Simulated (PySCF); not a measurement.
**A diatomic session: NaH−**

An exercise on one series of results from a longer session: the logs are not shown, and one member is left open.

The runs use PySCF 2.14.0; Na aug-pcseg-1, H aug-pcseg-1, no relativity.

3 further runs of the same task are left out: 3 set aside as unsound or not needed.

The first run:

The job is set up so:

- atoms: Na, H
- charge: -1
- basis: Na aug-pcseg-1, H aug-pcseg-1
- Hamiltonian: no relativity
- basis functions: 23
- electrons treated: 13
- masses in u: 22.9898, 1.0078
- levels: PBE0, PBE, r²SCAN, M06, revPBE, M06-2X, ωB97X, MP2, SCS-MP2, CCSD, CCSD(T)
- grid: 80 radial by 434 angular points
- occupations: held fixed by the projection of orbital angular momentum
- dissociation limit: Na + H−, each in its ground configuration
- starting distance in angstrom: 1.995
- values of 2S to try: 1, 3

Started as:

```
OMP_NUM_THREADS=1 python dia.py task.json out
```

Steps of the session up to this table: Set-up; PBE0 along the bond; PBE (GGA); r²SCAN; M06 (hybrid meta-GGA); revPBE (GGA); M06-2X (hybrid meta-GGA); ωB97X (range-separated hybrid); MP2 and coupled cluster.

One of the session's tables, all rows but one given; the rest of the session is left out.

It belongs to the step «The curves together». Energy (eV) from each level's lowest point:

| R (Å) | UHF-MP2 | UHF-SCS-MP2 | UHF-CCSD | UHF-CCSD(T) | PBE |
| --- | --- | --- | --- | --- | --- |
| 1.739 | 0.201 | 0.201 | n/a | n/a | 0.164 |
| 1.820 | 0.100 | 0.099 | 0.107 | 0.107 | 0.076 |
| 1.901 | 0.038 | 0.038 | 0.044 | 0.044 | 0.025 |
| 1.961 | 0.012 | 0.012 | 0.017 | 0.017 | 0.006 |
| 2.022 | 0.000 | 0.001 | 0.003 | 0.003 | 0.000 |
| 2.083 | ? | ? | ? | ? | ? |
| 2.163 | 0.013 | 0.013 | 0.010 | 0.010 | 0.022 |
| 2.265 | 0.047 | 0.047 | 0.038 | 0.038 | 0.059 |
| 2.386 | 0.105 | 0.104 | 0.089 | 0.089 | 0.118 |
| 2.548 | 0.201 | 0.198 | n/a | n/a | 0.210 |

Estimate the missing values for R (Å) = 2.083.

Worked estimate for «UHF-MP2». A straight line through the neighbours (2.022, 0.000) and (2.163, 0.013) gives 0.000 + (0.013 − 0.000) × (2.083 − 2.022) / (2.163 − 2.022) = 0.006; a parabola fitted to 4 rows on both sides gives 0.000.

The run gave: UHF-MP2: 0.000; UHF-SCS-MP2: 0.000; UHF-CCSD: 0.000; UHF-CCSD(T): 0.000; PBE: 0.004. In «UHF-MP2» the line misses by +0.006 and the parabola by 0.000.
